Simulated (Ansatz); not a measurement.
# CHN (singlet): the correlation ladder at scale of all distances = 1.275, 6-31G

How much of the correlation energy of CHN (singlet) does each wave-function method recover here?

Program: Ansatz 0.2.0, Gaussian basis. Level of theory: 6-31G, core rule «outside noble gas», up to 2 orbitals frozen. These are calculated values, not measurements.

The runs, in order: UHF; CCSD(T) on RHF; CCSD(T) on UHF; BCCD(T) on RHF; CISD; CCSDT(Q) on RHF; CCSDT(Q) on UHF; CCSDTQ on RHF; CASSCF and MRCISD+Q, 2 electrons in 2 orbitals; CASSCF and NEVPT2, 2 electrons in 2 orbitals; CASSCF and MRCISD+Q, 10 electrons in 9 orbitals; CASSCF and MRCISD+Q(relaxed), 10 electrons in 9 orbitals; CASSCF and NEVPT2, 10 electrons in 9 orbitals; Full CI.

11 further runs of the same task are left out: 1 for a known fault of the program, 7 that didn't finish, 3 set aside as unsound or not needed.

### 1 What is computed

The geometry derives from a PBE0/def2-TZVP stationary point (not a proven minimum). All distances are scaled together.

3 atoms, charge 0, spin multiplicity 1.

Atoms are counted from 1 here; the program's logs count them from 0.

Bond lengths: N1–C2 1.461 Å, C2–H3 1.363 Å. Angles: N1–C2–H3 180.0°.

### 2 UHF

in.yaml reads:

```yaml
crystal:
  periodic: [false, false, false]
  atoms:
    - {symbol: N, position_ang: [0.000000, 0.000000, 1.427973]}
    - {symbol: C, position_ang: [0.000000, 0.000000, -0.032674]}
    - {symbol: H, position_ang: [0.000000, 0.000000, -1.395299]}
basis:
  gaussian: {orbitals: 6-31G}
magnetization: {spin_polarized: true, initial_magnetization: 0}
hamiltonian: {xc: hf}
output: {orbitals: {seedname: orbitals}}
```

Command:

```
$ ansatz run in.yaml --threads 1 --pin off --events-out ev --progress --plain --max-ram 2393MiB
```

The runs that follow: CCSD(T) on RHF; CCSD(T) on UHF; BCCD(T) on RHF; CISD; CCSDT(Q) on RHF; CCSDT(Q) on UHF; CCSDTQ on RHF; CASSCF and MRCISD+Q, 2 electrons in 2 orbitals; CASSCF and NEVPT2, 2 electrons in 2 orbitals; CASSCF and MRCISD+Q, 10 electrons in 9 orbitals; CASSCF and MRCISD+Q(relaxed), 10 electrons in 9 orbitals; CASSCF and NEVPT2, 10 electrons in 9 orbitals; Full CI.

Before running them: what should the planned runs give, taken together? Wanted: FCI below the RHF energy; RMP2 from FCI; UMP2 from FCI; RCCSD from FCI; RCCSD(T) from FCI; UCCSD(T) from FCI; RCCSDT(Q) from FCI; UCCSDT(Q) from FCI; NEVPT2 pair from FCI.

As calculated:

| quantity | value |
| --- | --- |
| FCI below the RHF energy | -8.1855 eV |
| RMP2 from FCI | -12.1 kJ/mol |
| UMP2 from FCI | +253.0 kJ/mol |
| RCCSD from FCI | +52.0 kJ/mol |
| RCCSD(T) from FCI | +8.2 kJ/mol |
| UCCSD(T) from FCI | +27.4 kJ/mol |
| RCCSDT(Q) from FCI | -1.7 kJ/mol |
| UCCSDT(Q) from FCI | +4.8 kJ/mol |
| NEVPT2 pair from FCI | +63.2 kJ/mol |
| MRCISD+Q pair from FCI | +25.0 kJ/mol |
| NEVPT2 valence from FCI | +39.2 kJ/mol |
| levels within 1 kcal/mol (43 meV) | RCCSDT(Q), RCCSDTQ, MRCISD+Q valence, MRCISD+Q(relaxed) valence |
| T1 diagnostic | 0.027 |
| effectively unpaired electrons | 0.42 |

In words: RCCSD(T) misses by +8.2 kJ/mol, 1.0 % of the correlation energy. CCSD(T) misses by +8.2 kJ/mol on the restricted determinant and by +27.4 kJ/mol on the unrestricted one; the two need not hold the same state or core. RMP2, RCCSDT(Q) fall below full CI, which methods that aren't variational can do. The occupations show some static correlation. Of the multireference levels listed MRCISD+Q(relaxed) valence comes nearest in total energy (+0.1 kJ/mol), which doesn't show that its space is the better one. These misses are within one basis, not against nature.
